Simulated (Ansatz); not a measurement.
I need a nudged elastic band for an internal rotation of H4OSi2, SMILES [SiH]O[SiH3]. Use Ansatz's Python interface. Use (for the species named): PBE, def2-SVP basis, multiplicity 1.

```csv
atom,x (Å),y (Å),z (Å)
Si,-1.7388,-1.3100,-0.0748
O,-0.1836,-0.9225,0.1152
Si,0.7905,0.3907,0.2611
H,-2.2072,-0.5792,-1.3147
H,0.7703,1.2125,-0.9703
H,0.3898,1.2165,1.4381
H,2.2402,-0.0761,0.4996
```

`neb_h4osi2.py`:
```python
"""Path and barrier for turning a threefold group of H4OSi2."""

import ansatz
import numpy as np

BASIS_SET = "def2-SVP"
XC = "pbe"

geometry_ang = [
    ("Si", (-1.7388, -1.31, -0.0748)),
    ("O", (-0.1836, -0.9225, 0.1152)),
    ("Si", (0.7905, 0.3907, 0.2611)),
    ("H", (-2.2072, -0.5792, -1.3147)),
    ("H", (0.7703, 1.2125, -0.9703)),
    ("H", (0.3898, 1.2165, 1.4381)),
    ("H", (2.2402, -0.0761, 0.4996)),
]
mol = ansatz.Crystal.molecule()
for symbol, xyz in geometry_ang:
    mol = mol.atom(symbol, xyz)

model = mol.calculation()
model = model.basis(gaussian=BASIS_SET)
model = model.functional(XC)
model = model.accuracy("medium")
model = model.scf(lower_state_search="light")
symbols = [site.symbol for site in mol.cartesian_sites]
start = np.array([site.position_ang for site in mol.cartesian_sites], dtype=float)
rep = model.relax(force_tolerance=0.005, max_steps=100).run(threads=1).report
end = np.array(rep["positions_ang"])

# a third of a turn moves each of the three like atoms to the place of the next
first, second, third = [4, 5, 6]
turned = end.copy()
turned[[first, second, third]] = end[[second, third, first]]
listed = lambda xyz: [{"symbol": s, "position_ang": p.tolist()} for s, p in zip(symbols, xyz)]
deck = model.input().to_dict()
deck["crystal"]["atoms"] = listed(end)
deck["neb"] = {"final_atoms": listed(turned), "images": 5, "initial_path": "idpp", "f_tol": 0.03, "max_iterations": 40}
rounds = []
band = ansatz.Session.from_dict(deck).plan().execute(on_event=lambda e: rounds.append(e["data"]) if e["event"] == "neb_iteration" else None)
for each in rounds:
    print(f"round {each['iteration']:2d}  largest band force {each['band_force_max_ev_ang']:.4f} eV/A")
images = rounds[-1]["images"]
for image in images:
    print(f"s = {image['path_coordinate_ang']:6.3f} A   {96.485332 * (image['lagrangian_ev'] - images[0]['lagrangian_ev']):8.3f} kJ/mol")
```

```console
$ python neb_h4osi2.py
round  1  largest band force 0.7068 eV/A
round  2  largest band force 0.2470 eV/A
round  3  largest band force 0.0564 eV/A
round  4  largest band force 0.0740 eV/A
round  5  largest band force 0.0855 eV/A
round  6  largest band force 0.0882 eV/A
round  7  largest band force 0.0857 eV/A
round  8  largest band force 0.0747 eV/A
round  9  largest band force 0.0646 eV/A
round 10  largest band force 0.2981 eV/A
round 11  largest band force 0.1763 eV/A
round 12  largest band force 0.2346 eV/A
round 13  largest band force 0.0441 eV/A
round 14  largest band force 0.0146 eV/A
s =  0.000 A      0.000 kJ/mol
s =  0.481 A      0.608 kJ/mol
s =  0.963 A      1.807 kJ/mol
s =  1.444 A      2.445 kJ/mol
s =  1.967 A      1.997 kJ/mol
s =  2.491 A      0.726 kJ/mol
s =  3.014 A     -0.001 kJ/mol
```

What to keep in mind:
- These settings explore the input space; basis and method may be short of convergence.
- The energies are electronic: no zero-point or thermal terms, and the basis set is short of its limit.
- Run time: 2.9 min on 1 thread of Arm Neoverse V1, on a shared host, peak memory 0.19 GiB.
